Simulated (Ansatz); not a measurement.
C3H5N can be A, `CC1=CN1`, or B, `C=CC=N`.

Calculated with Ansatz (gas phase, PBE0-D4/def2-TZVP geometries, no zero-point term in ΔE). CCSD(T)/CBS is the MP2 limit (def2-TZVPP, def2-QZVPP) plus CCSD(T) − MP2 in def2-TZVPP, frozen cores. Functionals use def2-TZVPP. B3LYP here is the variant with VWN-RPA as its local correlation; programs differ in this. Each species was taken in one conformer, which may not be the lowest.

(1) Which is lower in electronic energy at CCSD(T)/CBS, and by how much? (An estimate is asked.)

(2) Give E(B) − E(A) in kJ/mol with CCSD(T)/def2-TZVPP, B3LYP, B3LYP-D4, r2SCAN-D4, CCSD/def2-TZVPP, BLYP-D4, MP2/def2-TZVPP. (An estimate is asked.)

(3) Does the order hold for the free energy at 298.15 K (harmonic terms from PBE0-D4)? (An estimate is asked.)

Largest T1 diagnostic: 0.012.

Answers

(1) Computed: B, by 208.7 kJ/mol.

(2) Computed: CCSD(T)/def2-TZVPP -213.2, B3LYP -214.6, B3LYP-D4 -215.9, r2SCAN-D4 -204.3, CCSD/def2-TZVPP -214.6, BLYP-D4 -216.1, MP2/def2-TZVPP -201.7. None reverses the order clearly.

(3) The calculation gave: Yes: G(B) − G(A) = -204.2 kJ/mol, for one conformer each.

From BLYP to BHLYP (50 % exact exchange), in def2-TZVPP and without D4, E(B) − E(A) moves by −6.5 kJ/mol. At CCSD(T), def2-SVP lies −10.6 kJ/mol from the extrapolated value and def2-TZVPP −4.5 kJ/mol.
